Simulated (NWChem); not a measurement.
Species: methyl formate (C₂H₄O₂); SMILES O=COC

```xyz
8

C     -0.5128    -1.3151     0.0000
O      0.6744    -0.5366    -0.0001
C      0.5044     0.7822     0.0000
O     -0.5508     1.3474     0.0000
H     -1.1182    -1.1059    -0.8944
H     -0.1945    -2.3638     0.0051
H     -1.1230    -1.0986     0.8895
H      1.4975     1.2786     0.0002
```
Atoms are numbered in this order, from 1.

Computed with NWChem. Structure relaxed at the PBE0/def2-SVP level.

### Question
Estimate the computed values for B3LYP/def2-SVP. Quantities: highest occupied level (eV); orbital gap (eV); dipole (D).

### Answer
The highest occupied level (eV) is -7.86, the orbital gap (eV) comes out as 7.91 and the dipole (D) is 1.81.
